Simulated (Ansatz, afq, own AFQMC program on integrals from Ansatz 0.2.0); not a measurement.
Breaking B2–C1 in CH$_{3}$BI, doublet

```yaml
atoms:
  - { symbol: C, position_ang: [-0.3512, 0.3520, -0.3242] }
  - { symbol: B, position_ang: [0.1023, -1.0390, 0.1788] }
  - { symbol: I, position_ang: [1.8007, -1.4949, 1.3427] }
  - { symbol: H, position_ang: [-1.0322, 0.7475, 0.4548] }
  - { symbol: H, position_ang: [0.4656, 1.0816, -0.4480] }
  - { symbol: H, position_ang: [-0.9431, 0.2889, -1.2504] }
```

Products: BI (singlet, the lower of two spins tried) and CH₃ (doublet), each relaxed with PBE0/def2-SVP like the molecule; electronic energies without zero-point terms. Determinants: UHF, RHF and UHF in that order.

Basis def2-TZVP with its core potentials. Noble-gas cores (and the filled d shells of Ga–Kr and In–Xe) are frozen. Integrals, coupled cluster, full CI and functionals: Ansatz 0.2.0; the random walks run on the same integrals in our own AFQMC program. The CISD trial takes its coefficients from CCSD amplitudes. Released means that phaseless walkers are propagated on without the constraint, phases kept. ± is one standard error of the sampling. No spin–orbit coupling. The errors of all members are added in quadrature.

No full CI on the walks' own integrals is used here. The released AFQMC energy serves as the reference, which it does only where one determinant dominates, the energy is flat over the last release times and near the phaseless one (40 meV or 2 meV an electron, half that with transition metals). On small molecules, where full CI could be run and the noise was under 10 meV, such values lay within 10 meV of it in 19 cases of 20, a flattering rate, since the rule was set on those same cases; what remains of the bias isn't in the error bar. Each member takes its own surest rung, up to full CI.

Errors are counted within def2-TZVP, not against nature.

Cautions: inner d shell frozen; no spin-orbit coupling; CH₃BI (doublet): the released value is read at 1.50 1/Eh with a noise of 12 meV, more than in the cases checked (meV from the phaseless value at times in 1/Eh: -16 ± 7 at 0.24, -8 ± 8 at 0.51, -19 ± 10 at 0.99, -13 ± 12 at 1.50); BI (singlet): higher spins were not checked, restricted determinant unstable towards unrestricted (UHF 61 meV lower, ⟨S²⟩ 0.30), raised T1 diagnostic (T1 0.023, weight of the determinant 0.85, largest double 0.08), its ph-AFQMC/CISD value lies 24 ± 5 meV above CCSDT(Q).

Reference (AFQMC with the constraint released): 287.7 ± 1.2 kJ/mol.

```tsv
level	bond energy (kJ/mol)	error against released AFQMC (kJ/mol)
HF	269.0	-18.7 ± 1.2
MP2	322.9	35.2 ± 1.2
CCSD	286.8	-0.9 ± 1.2
CCSD(T)	288.7	0.9 ± 1.2
ph-AFQMC/CISD	288.8 ± 1.1	1.1 ± 1.6
```

Correlation beyond CCSD(T) changes it by less than twice the noise. The perturbative (T) step is worth +1.9 kJ/mol.

A walk keeps the symmetry of its determinant, which the program's search chose and which needn't be the lowest solution, so a lower state of the same spin and another symmetry isn't excluded. Released energies are given only where the last usable release times agree within the noise; a slower fall can still hide under it.
